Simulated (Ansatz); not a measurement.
# CH₄ (triplet): the correlation ladder, 6-31G

Aim: climb from Hartree-Fock through coupled cluster and multireference methods for CH₄ (triplet) at one geometry and basis, and see what each rung misses.

Method: 6-31G, core rule «outside noble gas», up to 1 orbitals frozen; program: Ansatz 0.2.0, Gaussian basis.

The runs, in order: UHF; CCSD(T) on ROHF; CCSD(T) on UHF; BCCD(T) on ROHF; CISD as a restricted active space (open shells left free, so some higher excitations enter); CCSDT(Q) on ROHF; CCSDT(Q) on UHF; CISDTQ; CCSDTQ on ROHF; CCSDTQ on UHF; CASSCF and MRCISD+Q, 8 electrons in 8 orbitals; CASSCF and MRCISD+Q(relaxed), 8 electrons in 8 orbitals; CASSCF and NEVPT2, 8 electrons in 8 orbitals; Full CI.

14 further runs of the same task are left out: 3 that didn't finish, 11 set aside as unsound or not needed. Runs told in other sessions of the task aren't counted.

## 1. What is computed

The geometry is a PBE0/def2-TZVP stationary point (not a proven minimum) of the parent state, kept for this charge and spin.

5 atoms, charge 0, spin multiplicity 3.

Atoms are counted from 1 here; the program's logs count them from 0.

Bond lengths: C1–H2 1.090 Å, C1–H3 1.090 Å, C1–H4 1.090 Å, C1–H5 1.090 Å. Angles: H2–C1–H3 109.5°, H2–C1–H4 109.5°, H2–C1–H5 109.5°, H3–C1–H4 109.5°, H3–C1–H5 109.5°, H4–C1–H5 109.5°.

## 2. UHF

The input, in.yaml:

```yaml
crystal:
  periodic: [false, false, false]
  atoms:
    - {symbol: C, position_ang: [0.000000, 0.000000, 0.000000]}
    - {symbol: H, position_ang: [0.628037, 0.630011, 0.629222]}
    - {symbol: H, position_ang: [-0.631581, -0.626732, 0.628949]}
    - {symbol: H, position_ang: [-0.626594, 0.628165, -0.632497]}
    - {symbol: H, position_ang: [0.630138, -0.631444, -0.625675]}
basis:
  gaussian: {orbitals: 6-31G}
magnetization: {spin_polarized: true, initial_magnetization: 2}
hamiltonian: {xc: hf}
output: {orbitals: {seedname: orbitals}}
```

Run with:

```
ansatz run in.yaml --threads 1 --pin off --events-out ev --progress --plain --max-ram 2393MiB
```

Further steps of the session: CCSD(T) on ROHF; CCSD(T) on UHF; BCCD(T) on ROHF; CISD as a restricted active space (open shells left free, so some higher excitations enter); CCSDT(Q) on ROHF; CCSDT(Q) on UHF; CISDTQ; CCSDTQ on ROHF; CCSDTQ on UHF; CASSCF and MRCISD+Q, 8 electrons in 8 orbitals; CASSCF and MRCISD+Q(relaxed), 8 electrons in 8 orbitals; CASSCF and NEVPT2, 8 electrons in 8 orbitals; Full CI.

**Question.** What will the summary of the whole plan be? Wanted: FCI from the RHF energy; RMP2 from FCI; UMP2 from FCI; RCCSD from FCI; RCCSD(T) from FCI; UCCSD(T) from FCI; RCCSDT(Q) from FCI; UCCSDT(Q) from FCI; T1 diagnostic.

The runs gave:

| quantity | value |
| --- | --- |
| FCI from the ROHF energy | -2.9025 eV |
| RMP2 from FCI | +606.5 meV |
| UMP2 from FCI | +599.2 meV |
| RCCSD from FCI | +75.0 meV |
| RCCSD(T) from FCI | +32.4 meV |
| UCCSD(T) from FCI | +32.5 meV |
| RCCSDT(Q) from FCI | +2.1 meV |
| UCCSDT(Q) from FCI | +2.2 meV |
| levels within 1 kcal/mol (43 meV) | RCCSD(T), UCCSD(T), BCCD(T), RCCSDT, UCCSDT, CISDTQ, RCCSDT(Q), UCCSDT(Q), RCCSDTQ, UCCSDTQ |
| T1 diagnostic | 0.031 |
| effectively unpaired electrons | 2.13 |

**Reading.** RCCSD(T) lands +32.4 meV from the yardstick (1.1 % of the correlation energy). One determinant dominates. These misses are within one basis, not against nature; the frozen cores of restricted and unrestricted runs differ, which can shift their rows.

Levels on UHF freeze UHF's core orbitals, full CI those of ROHF, so the U rows can settle a little off it for that reason alone.

With open shells the CI space here admits some higher excitations, so it is larger than plain CISD.
